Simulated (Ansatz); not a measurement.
**Si2H8O (built from SMILES O.[SiH3][SiH3]): search for a transition state, part 1 of 3**

Wanted: the transition state of a four-centre ligand exchange (form Si1–O7, Si2–H6 and break Si1–Si2, H6–O7). The guess is relaxed with those distances held, a saddle search follows, and vibrations and two downhill relaxations check it.

Computed with Ansatz 0.2.0, Gaussian basis. Level: PBE0-D4, def2-SVP first, then def2-TZVP.

152 further runs of the same task are left out: 152 set aside as unsound or not needed.

## 1. Where the work starts

The guess: 11 atoms, charge 0, spin multiplicity 1.

Atoms are counted from 1 here; the program's logs count them from 0.

Bond lengths: Si1–H3 1.469 Å, Si1–H4 1.459 Å, Si1–H5 1.488 Å, Si1–O7 1.870 Å, Si2–H8 1.486 Å, Si2–H9 1.466 Å, Si2–H10 1.471 Å, H6–O7 1.118 Å, O7–H11 0.982 Å. Angles: H3–Si1–H4 113.2°, H3–Si1–H5 97.6°, H3–Si1–O7 140.1°, H4–Si1–H5 103.0°, H4–Si1–O7 104.3°, H5–Si1–O7 86.2°, H8–Si2–H9 102.4°, H8–Si2–H10 102.8°, H9–Si2–H10 105.8°, Si1–O7–H6 91.1°, Si1–O7–H11 131.3°, H6–O7–H11 133.7°.

Coordinates:

```mol
H8OSi2
  3D, bonds by distance, orders not assigned

 11  9  0  0  0  0  0  0  0  0999 V2000
   -0.9238    0.1725   -0.7834 Si  0  0
    0.9331   -1.0358    0.6674 Si  0  0
   -0.7065   -0.8870   -1.7771 H   0  0
   -2.0170   -0.1178    0.1383 H   0  0
   -1.5195    1.1815   -1.7005 H   0  0
    0.5735    0.9078    0.6462 H   0  0
   -0.0204    1.6062    0.0066 O   0  0
    1.5796   -0.7077    1.9640 H   0  0
    0.2711   -2.3110    0.9586 H   0  0
    2.0793   -1.3673   -0.1930 H   0  0
   -0.2494    2.5587    0.0728 H   0  0
  1  3  8  0
  1  4  8  0
  1  5  8  0
  1  7  8  0
  2  8  8  0
  2  9  8  0
  2 10  8  0
  6  7  8  0
  7 11  8  0
M  END
```

Distances that are to change: Si1–O7 1.87 Å, Si2–H6 1.98 Å, Si1–Si2 2.65 Å, H6–O7 1.12 Å.

## 2. Constrained relaxation of the guess

File hold/in.yaml:

```yaml
crystal:
  periodic: [false, false, false]
  atoms:
    - {symbol: Si, position_ang: [-0.923800, 0.172500, -0.783400]}
    - {symbol: Si, position_ang: [0.933100, -1.035800, 0.667400]}
    - {symbol: H, position_ang: [-0.706500, -0.887000, -1.777100]}
    - {symbol: H, position_ang: [-2.017000, -0.117800, 0.138300]}
    - {symbol: H, position_ang: [-1.519500, 1.181500, -1.700500]}
    - {symbol: H, position_ang: [0.573500, 0.907800, 0.646200]}
    - {symbol: O, position_ang: [-0.020400, 1.606200, 0.006600]}
    - {symbol: H, position_ang: [1.579600, -0.707700, 1.964000]}
    - {symbol: H, position_ang: [0.271100, -2.311000, 0.958600]}
    - {symbol: H, position_ang: [2.079300, -1.367300, -0.193000]}
    - {symbol: H, position_ang: [-0.249400, 2.558700, 0.072800]}
basis:
  gaussian: {orbitals: def2-SVP}
hamiltonian: {xc: pbe0, dispersion: d4}
relax: {f_tol: 0.04, max_steps: 150, escape_saddle: false, constraints: [{distance: [0, 6]}, {distance: [1, 5]}, {distance: [0, 1]}, {distance: [5, 6]}]}
```

Run with:

```bash
> ansatz run in.yaml --threads 4 --pin off --events-out ev --progress --plain --max-ram 9574MiB
```

The log of the run:

```text
Functional definition: PBE0
  name "PBE0"
  cite "Adamo & Barone, J. Chem. Phys. 110, 6158 (1999) doi:10.1063/1.478522"
  cite "Perdew, Burke & Ernzerhof, Phys. Rev. Lett. 77, 3865 (1996) doi:10.1103/PhysRevLett.77.3865"
  parent pbe
  parameter a = 0.25
  parameter kappa = 0.804
  parameter beta = 0.06672455060314922
  exchange = (1 - a)*pbe_x(kappa = kappa, mu = beta*pi^2/3) + a*exact_x
  correlation = pbe_c(beta = beta)
924 factors; integrals over basis functions are off by at most 4.0e-4 eV
mean field evaluation 1: about -17912.0929 eV, gradient 3.6e1 eV
mean field evaluation 2: about -17909.9490 eV, gradient 5.1e1 eV
mean field evaluation 4: about -17914.4606 eV, gradient 8.7e-1 eV
mean field evaluation 8: about -17914.4644 eV, gradient 1.2e-2 eV
mean field -17914.46441049 eV, -658.3444242255 hartree, gradient 2.4e-5 eV, S^2 0.000000; 0 other end points of the search recorded, 0 dependent functions left out
the calculation of the forces begins
reference -17914.46443894 eV, -658.3444252710 hartree; 22, 22 occupied and 68, 68 virtual orbitals, 924 factors
relax step   1: F+E_penalty+E_count = -17914.63402400 eV  Δ(F+E_penalty+E_count) = +0.000e0 eV  max|allowed force component| = 6.240e-1 eV/Å  Δτ_max = 0.0000 Å  (23 SCF iters, accepted)
  distance Si 0 - O 6 held at 1.869686 Å   reaction = +1.6016e-1 eV/Å
  distance Si 1 - H 5 held at 1.976700 Å   reaction = -2.3255e-1 eV/Å
  distance Si 0 - Si 1 held at 2.648186 Å   reaction = +2.2895e-2 eV/Å
  distance H 5 - O 6 held at 1.117841 Å   reaction = +1.3677e0 eV/Å
these checks for a lower state are left out or cut short: starts, cluster_reference, orbital_swaps, neighbouring_geometries, increment
924 factors; integrals over basis functions are off by at most 4.2e-4 eV
mean field evaluation 16: about -17914.5545 eV, gradient 1.4e-1 eV
mean field -17914.55356286 eV, -658.3477005147 hartree, gradient 7.7e-6 eV, S^2 0.000000; 0 other end points of the search recorded, 0 dependent functions left out
the calculation of the forces begins
reference -17914.55359147 eV, -658.3477015658 hartree; 22, 22 occupied and 68, 68 virtual orbitals, 924 factors
relax step   2: F+E_penalty+E_count = -17914.72482192 eV  Δ(F+E_penalty+E_count) = -9.080e-2 eV  max|allowed force component| = 3.570e-1 eV/Å  Δτ_max = 0.1732 Å  (27 SCF iters, accepted)
  distance Si 0 - O 6 held at 1.869686 Å   reaction = -2.7382e-1 eV/Å
  distance Si 1 - H 5 held at 1.976700 Å   reaction = -3.8055e-1 eV/Å
  distance Si 0 - Si 1 held at 2.648186 Å   reaction = +2.0007e-1 eV/Å
  distance H 5 - O 6 held at 1.117841 Å   reaction = +9.1735e-1 eV/Å
these checks for a lower state are left out or cut short: starts, cluster_reference, orbital_swaps, neighbouring_geometries, increment
924 factors; integrals over basis functions are off by at most 4.2e-4 eV
mean field -17914.59182013 eV, -658.3491064432 hartree, gradient 6.5e-5 eV, S^2 0.000000; 0 other end points of the search recorded, 0 dependent functions left out
the calculation of the forces begins
reference -17914.59184870 eV, -658.3491074931 hartree; 22, 22 occupied and 68, 68 virtual orbitals, 924 factors
relax step   3: F+E_penalty+E_count = -17914.76238259 eV  Δ(F+E_penalty+E_count) = -3.756e-2 eV  max|allowed force component| = 7.099e-1 eV/Å  Δτ_max = 0.1354 Å  (24 SCF iters, accepted)
  distance Si 0 - O 6 held at 1.869686 Å   reaction = -3.3724e-1 eV/Å
  distance Si 1 - H 5 held at 1.976700 Å   reaction = -4.2330e-1 eV/Å
  distance Si 0 - Si 1 held at 2.648186 Å   reaction = +1.0890e-2 eV/Å
  distance H 5 - O 6 held at 1.117841 Å   reaction = +7.9908e-1 eV/Å
these checks for a lower state are left out or cut short: starts, cluster_reference, orbital_swaps, neighbouring_geometries, increment
924 factors; integrals over basis functions are off by at most 4.3e-4 eV
mean field -17914.62210864 eV, -658.3502195256 hartree, gradient 6.3e-5 eV, S^2 0.000000; 0 other end points of the search recorded, 0 dependent functions left out
the calculation of the forces begins
reference -17914.62213683 eV, -658.3502205614 hartree; 22, 22 occupied and 68, 68 virtual orbitals, 924 factors
relax step   4: F+E_penalty+E_count = -17914.79261464 eV  Δ(F+E_penalty+E_count) = -3.023e-2 eV  max|allowed force component| = 1.701e-1 eV/Å  Δτ_max = 0.0657 Å  (23 SCF iters, accepted)
  distance Si 0 - O 6 held at 1.869686 Å   reaction = -2.2417e-1 eV/Å
  distance Si 1 - H 5 held at 1.976700 Å   reaction = -7.8626e-2 eV/Å
  distance Si 0 - Si 1 held at 2.648186 Å   reaction = -2.4698e-1 eV/Å
  distance H 5 - O 6 held at 1.117841 Å   reaction = +1.1674e0 eV/Å
these checks for a lower state are left out or cut short: starts, cluster_reference, orbital_swaps, neighbouring_geometries, increment
924 factors; integrals over basis functions are off by at most 4.4e-4 eV
mean field evaluation 32: about -17914.6155 eV, gradient 2.6e0 eV
mean field -17914.63398102 eV, -658.3506558274 hartree, gradient 1.3e-5 eV, S^2 0.000000; 0 other end points of the search recorded, 0 dependent functions left out
the calculation of the forces begins
reference -17914.63400914 eV, -658.3506568608 hartree; 22, 22 occupied and 68, 68 virtual orbitals, 924 factors
relax step   5: F+E_penalty+E_count = -17914.80460692 eV  Δ(F+E_penalty+E_count) = -1.199e-2 eV  max|allowed force component| = 1.166e-1 eV/Å  Δτ_max = 0.0404 Å  (22 SCF iters, accepted)
  distance Si 0 - O 6 held at 1.869686 Å   reaction = -3.3122e-1 eV/Å
  distance Si 1 - H 5 held at 1.976700 Å   reaction = -1.0587e-1 eV/Å
  distance Si 0 - Si 1 held at 2.648186 Å   reaction = -2.6027e-1 eV/Å
  distance H 5 - O 6 held at 1.117841 Å   reaction = +9.6086e-1 eV/Å
these checks for a lower state are left out or cut short: starts, cluster_reference, orbital_swaps, neighbouring_geometries, increment
924 factors; integrals over basis functions are off by at most 4.6e-4 eV
mean field -17914.64055472 eV, -658.3508974065 hartree, gradient 2.6e-5 eV, S^2 0.000000; 0 other end points of the search recorded, 0 dependent functions left out
the calculation of the forces begins
reference -17914.64058270 eV, -658.3508984347 hartree; 22, 22 occupied and 68, 68 virtual orbitals, 924 factors
relax step   6: F+E_penalty+E_count = -17914.81143717 eV  Δ(F+E_penalty+E_count) = -6.830e-3 eV  max|allowed force component| = 6.715e-1 eV/Å  Δτ_max = 0.0983 Å  (26 SCF iters, accepted)
  distance Si 0 - O 6 held at 1.869686 Å   reaction = -4.5744e-1 eV/Å
  distance Si 1 - H 5 held at 1.976700 Å   reaction = -2.1514e-1 eV/Å
  distance Si 0 - Si 1 held at 2.648186 Å   reaction = -2.8923e-1 eV/Å
  distance H 5 - O 6 held at 1.117841 Å   reaction = +4.2150e-1 eV/Å
these checks for a lower state are left out or cut short: starts, cluster_reference, orbital_swaps, neighbouring_geometries, increment
924 factors; integrals over basis functions are off by at most 4.7e-4 eV
mean field -17914.65013175 eV, -658.3512493557 hartree, gradient 2.5e-5 eV, S^2 0.000000; 0 other end points of the search recorded, 0 dependent functions left out
the calculation of the forces begins
reference -17914.65015952 eV, -658.3512503763 hartree; 22, 22 occupied and 68, 68 virtual orbitals, 924 factors
relax step   7: F+E_penalty+E_count = -17914.82098359 eV  Δ(F+E_penalty+E_count) = -9.546e-3 eV  max|allowed force component| = 2.258e-1 eV/Å  Δτ_max = 0.0748 Å  (23 SCF iters, accepted)
  distance Si 0 - O 6 held at 1.869686 Å   reaction = +8.8544e-2 eV/Å
  distance Si 1 - H 5 held at 1.976700 Å   reaction = -1.0097e-2 eV/Å
  distance Si 0 - Si 1 held at 2.648186 Å   reaction = -4.2417e-1 eV/Å
  distance H 5 - O 6 held at 1.117841 Å   reaction = +3.3132e-1 eV/Å
these checks for a lower state are left out or cut short: starts, cluster_reference, orbital_swaps, neighbouring_geometries, increment
924 factors; integrals over basis functions are off by at most 5.0e-4 eV
mean field -17914.60925808 eV, -658.3497472763 hartree, gradient 2.0e-5 eV, S^2 0.000000; 0 other end points of the search recorded, 0 dependent functions left out
the calculation of the forces begins
reference -17914.60928590 eV, -658.3497482985 hartree; 22, 22 occupied and 68, 68 virtual orbitals, 924 factors
relax step   8: F+E_penalty+E_count = -17914.78078772 eV  Δ(F+E_penalty+E_count) = +4.020e-2 eV  max|allowed force component| = 4.610e-1 eV/Å  Δτ_max = 0.1537 Å  (26 SCF iters, rejected (line search))
  distance Si 0 - O 6 held at 1.869686 Å   reaction = -9.0368e-2 eV/Å
  distance Si 1 - H 5 held at 1.976700 Å   reaction = -1.7690e-1 eV/Å
  distance Si 0 - Si 1 held at 2.648186 Å   reaction = -4.8817e-1 eV/Å
  distance H 5 - O 6 held at 1.117841 Å   reaction = +4.4363e-1 eV/Å
these checks for a lower state are left out or cut short: starts, cluster_reference, orbital_swaps, neighbouring_geometries, increment
924 factors; integrals over basis functions are off by at most 4.9e-4 eV
mean field -17914.65353934 eV, -658.3513745824 hartree, gradient 2.0e-5 eV, S^2 0.000000; 0 other end points of the search recorded, 0 dependent functions left out
the calculation of the forces begins
reference -17914.65356720 eV, -658.3513756062 hartree; 22, 22 occupied and 68, 68 virtual orbitals, 924 factors
relax step   9: F+E_penalty+E_count = -17914.82473604 eV  Δ(F+E_penalty+E_count) = -3.752e-3 eV  max|allowed force component| = 1.432e-1 eV/Å  Δτ_max = 0.0717 Å  (23 SCF iters, accepted)
  distance Si 0 - O 6 held at 1.869686 Å   reaction = -4.1888e-2 eV/Å
  distance Si 1 - H 5 held at 1.976700 Å   reaction = -1.3939e-1 eV/Å
  distance Si 0 - Si 1 held at 2.648186 Å   reaction = -3.8617e-1 eV/Å
  distance H 5 - O 6 held at 1.117841 Å   reaction = +2.6900e-1 eV/Å
these checks for a lower state are left out or cut short: starts, cluster_reference, orbital_swaps, neighbouring_geometries, increment
924 factors; integrals over basis functions are off by at most 4.8e-4 eV
mean field evaluation 64: about -17914.6460 eV, gradient 3.5e-5 eV
mean field -17914.64599202 eV, -658.3510972234 hartree, gradient 3.6e-5 eV, S^2 0.000000; 0 other end points of the search recorded, 0 dependent functions left out
the calculation of the forces begins
reference -17914.64601988 eV, -658.3510982475 hartree; 22, 22 occupied and 68, 68 virtual orbitals, 924 factors
relax step  10: F+E_penalty+E_count = -17914.81674226 eV  Δ(F+E_penalty+E_count) = +7.994e-3 eV  max|allowed force component| = 2.537e-1 eV/Å  Δτ_max = 0.1000 Å  (23 SCF iters, rejected (line search))
  distance Si 0 - O 6 held at 1.869686 Å   reaction = +1.6211e-1 eV/Å
  distance Si 1 - H 5 held at 1.976700 Å   reaction = -6.4131e-2 eV/Å
  distance Si 0 - Si 1 held at 2.648186 Å   reaction = -5.6120e-1 eV/Å
  distance H 5 - O 6 held at 1.117841 Å   reaction = +1.1333e-1 eV/Å
these checks for a lower state are left out or cut short: starts, cluster_reference, orbital_swaps, neighbouring_geometries, increment
924 factors; integrals over basis functions are off by at most 4.8e-4 eV
mean field -17914.65704879 eV, -658.3515035524 hartree, gradient 1.9e-5 eV, S^2 0.000000; 0 other end points of the search recorded, 0 dependent functions left out
the calculation of the forces begins
reference -17914.65707659 eV, -658.3515045739 hartree; 22, 22 occupied and 68, 68 virtual orbitals, 924 factors
relax step  11: F+E_penalty+E_count = -17914.82818600 eV  Δ(F+E_penalty+E_count) = -3.450e-3 eV  max|allowed force component| = 7.299e-2 eV/Å  Δτ_max = 0.0473 Å  (23 SCF iters, accepted)
  distance Si 0 - O 6 held at 1.869686 Å   reaction = +4.6771e-2 eV/Å
  distance Si 1 - H 5 held at 1.976700 Å   reaction = -9.1896e-2 eV/Å
  distance Si 0 - Si 1 held at 2.648186 Å   reaction = -4.3509e-1 eV/Å
  distance H 5 - O 6 held at 1.117841 Å   reaction = +3.1048e-1 eV/Å
these checks for a lower state are left out or cut short: starts, cluster_reference, orbital_swaps, neighbouring_geometries, increment
924 factors; integrals over basis functions are off by at most 4.8e-4 eV
mean field -17914.65877924 eV, -658.3515671452 hartree, gradient 1.1e-5 eV, S^2 0.000000; 0 other end points of the search recorded, 0 dependent functions left out
the calculation of the forces begins
reference -17914.65880705 eV, -658.3515681672 hartree; 22, 22 occupied and 68, 68 virtual orbitals, 924 factors
relax step  12: F+E_penalty+E_count = -17914.82986903 eV  Δ(F+E_penalty+E_count) = -1.683e-3 eV  max|allowed force component| = 3.193e-2 eV/Å  Δτ_max = 0.0500 Å  (23 SCF iters, accepted)
  distance Si 0 - O 6 held at 1.869686 Å   reaction = +6.9240e-2 eV/Å
  distance Si 1 - H 5 held at 1.976700 Å   reaction = -5.2992e-2 eV/Å
  distance Si 0 - Si 1 held at 2.648186 Å   reaction = -4.3872e-1 eV/Å
  distance H 5 - O 6 held at 1.117841 Å   reaction = +2.8365e-1 eV/Å
924 factors; integrals over basis functions are off by at most 4.8e-4 eV
mean field -17914.65877924 eV, -658.3515671452 hartree, gradient 1.1e-5 eV, S^2 0.000000; 1 other end points of the search recorded, 0 dependent functions left out
the calculation of the forces begins
reference -17914.65880705 eV, -658.3515681672 hartree; 22, 22 occupied and 68, 68 virtual orbitals, 924 factors
Total energy: -17914.82989684 eV, -658.3578556010 hartree
Atom 0 at    -0.919970     0.219187    -0.733366 Å, force    -0.255321     0.242154    -0.250644 eV/Å
Atom 1 at     0.944047    -0.992213     0.705676 Å, force     0.314890    -0.239686     0.258775 eV/Å
Atom 2 at    -0.419724    -0.831245    -1.671634 Å, force    -0.015316    -0.014240    -0.012984 eV/Å
Atom 3 at    -1.918489    -0.245443     0.270041 Å, force     0.000350     0.005913     0.002274 eV/Å
Atom 4 at    -1.706687     1.130580    -1.646439 Å, force    -0.001150     0.013180     0.011127 eV/Å
Atom 5 at     0.570804     0.936738     0.488459 Å, force    -0.107185     0.255732    -0.196323 eV/Å
Atom 6 at     0.110367     1.685954    -0.201644 Å, force     0.047228    -0.239318     0.164575 eV/Å
Atom 7 at     1.557734    -0.837245     2.075481 Å, force     0.013053    -0.021044     0.010394 eV/Å
Atom 8 at     0.033760    -2.182716     0.808319 Å, force     0.004733     0.009667    -0.004188 eV/Å
Atom 9 at     2.064668    -1.385335    -0.215424 Å, force    -0.005099     0.001434     0.014232 eV/Å
Atom 10 at    -0.316510     2.501840     0.120431 Å, force     0.003818    -0.013791     0.002762 eV/Å
Dipole moment:    -0.220003     0.680210     0.075084 e Å
```

It took 15 s on 4 threads of Arm Neoverse V1, shared host.

Relaxation path: (the energy doesn't fall at every step)

```
step  energy from step 1 (eV)  largest force component (eV/Å)
   1                   0.0000                          0.6240
   2                  -0.0908                          0.3570
   3                  -0.1284                          0.7099
   4                  -0.1586                          0.1701
   5                  -0.1706                          0.1166
   6                  -0.1774                          0.6715
   7                  -0.1870                          0.2258
   8                  -0.1468                          0.4610
   9                  -0.1907                          0.1432
  10                  -0.1827                          0.2537
  11                  -0.1942                          0.0730
  12                  -0.1958                          0.0319
```

Close pairs (by a distance rule), those that changed most:

| bond | before (Å) | after (Å) | change (Å) |
| --- | --- | --- | --- |
| Si2–H9 | 1.466 | 1.502 | +0.036 |
| Si2–H10 | 1.471 | 1.503 | +0.032 |
| Si1–H4 | 1.459 | 1.490 | +0.031 |
| Si1–H3 | 1.469 | 1.495 | +0.026 |
| Si2–H8 | 1.486 | 1.509 | +0.023 |
| Si1–H5 | 1.488 | 1.511 | +0.023 |
| O7–H11 | 0.982 | 0.976 | -0.006 |
| Si1–O7 | 1.870 | 1.870 | +0.000 |

## 3. Force constants to start from

File hessian/in.yaml:

```yaml
crystal:
  periodic: [false, false, false]
  atoms:
    - {symbol: Si, position_ang: [-0.919970, 0.219187, -0.733366]}
    - {symbol: Si, position_ang: [0.944047, -0.992213, 0.705676]}
    - {symbol: H, position_ang: [-0.419724, -0.831245, -1.671634]}
    - {symbol: H, position_ang: [-1.918489, -0.245443, 0.270041]}
    - {symbol: H, position_ang: [-1.706687, 1.130580, -1.646439]}
    - {symbol: H, position_ang: [0.570804, 0.936738, 0.488459]}
    - {symbol: O, position_ang: [0.110367, 1.685954, -0.201644]}
    - {symbol: H, position_ang: [1.557734, -0.837245, 2.075481]}
    - {symbol: H, position_ang: [0.033760, -2.182716, 0.808319]}
    - {symbol: H, position_ang: [2.064668, -1.385335, -0.215424]}
    - {symbol: H, position_ang: [-0.316510, 2.501840, 0.120431]}
basis:
  gaussian: {orbitals: def2-SVP}
hamiltonian: {xc: pbe0, dispersion: d4}
phonons: {}
scf: {lower_state_search: off}
```

Run with:

```bash
> ansatz run in.yaml --threads 4 --pin off --events-out ev --progress --plain --max-ram 9574MiB
```

The log of the run (excerpt; [...] marks lines left out):

```text
Functional definition: PBE0
  name "PBE0"
  cite "Adamo & Barone, J. Chem. Phys. 110, 6158 (1999) doi:10.1063/1.478522"
  cite "Perdew, Burke & Ernzerhof, Phys. Rev. Lett. 77, 3865 (1996) doi:10.1103/PhysRevLett.77.3865"
  parent pbe
[...]
929 factors; integrals over basis functions are off by at most 3.1e-4 eV
[...]
mean field -17914.65877253 eV, -658.3515668985 hartree, gradient 3.4e-6 eV, S^2 0.000000; 0 other end points of the search recorded, 0 dependent functions left out
[...]
WARN: phonons: modes at or below zero, which the zero-point energy, F, S and C_V leave out: 1, the lowest at -962.12 cm⁻¹. A minimum has none, and a first-order saddle one
[...]
Atom 9 at     2.064668    -1.385335    -0.215424 Å, force    -0.005130     0.001372     0.014238 eV/Å
Atom 10 at    -0.316510     2.501840     0.120431 Å, force     0.003799    -0.013772     0.002766 eV/Å
Dipole moment:    -0.220001     0.680213     0.075082 e Å
Vibrations: -962.12 126.99 240.19 279.73 299.67 357.51 396.65 450.40 583.68 636.77 711.39 795.02 852.19 914.81 935.26 945.56 992.24 1040.70 1105.52 1876.74 2137.30 2153.13 2183.37 2191.04 2206.03 2248.91 3708.69 cm⁻¹, zero-point energy 1.882667 eV
Checks for a lower state left out: stability, starts, cluster_reference, orbital_swaps, neighbouring_geometries, increment
```

Run time: 44 s. Hardware: 4 threads of Arm Neoverse V1, shared host.

The structure is not stationary yet, so these wavenumbers are no spectrum; the search needs only the force constants.

## 4. Saddle search in the small basis

The search itself is an outer loop (partitioned rational-function steps, Bofill update of the Hessian). Each step is one single-point run with forces. It stops when the largest force is under 0.04 eV/Å and the followed curvature is negative. The first step's input:

File presaddle/in.yaml:

```yaml
crystal:
  periodic: [false, false, false]
  atoms:
    - {symbol: Si, position_ang: [-0.919970, 0.219187, -0.733366]}
    - {symbol: Si, position_ang: [0.944047, -0.992213, 0.705676]}
    - {symbol: H, position_ang: [-0.419724, -0.831245, -1.671634]}
    - {symbol: H, position_ang: [-1.918489, -0.245443, 0.270041]}
    - {symbol: H, position_ang: [-1.706687, 1.130580, -1.646439]}
    - {symbol: H, position_ang: [0.570804, 0.936738, 0.488459]}
    - {symbol: O, position_ang: [0.110367, 1.685954, -0.201644]}
    - {symbol: H, position_ang: [1.557734, -0.837245, 2.075481]}
    - {symbol: H, position_ang: [0.033760, -2.182716, 0.808319]}
    - {symbol: H, position_ang: [2.064668, -1.385335, -0.215424]}
    - {symbol: H, position_ang: [-0.316510, 2.501840, 0.120431]}
basis:
  gaussian: {orbitals: def2-SVP}
hamiltonian: {xc: pbe0, dispersion: d4}
output: {forces: true}
scf: {lower_state_search: off}
```

Run with:

```bash
> ansatz run in.yaml --threads 4 --pin off --events-out ev --progress --plain --max-ram 9574MiB
```

Step by step:

```
step   energy (eV)  largest force (eV/Å)  followed curvature (eV/Å²)
   1  -17914.82990                0.3149                       -6.44
   2  -17914.88007                0.1217                       -6.51
   3  -17914.88483                0.0663                       -6.43
   4  -17914.88502                0.0211                       -6.29
```

The 4 steps took 3.2 s in all (4 threads of Arm Neoverse V1, shared host).

(Continued in part 2 of 3.)
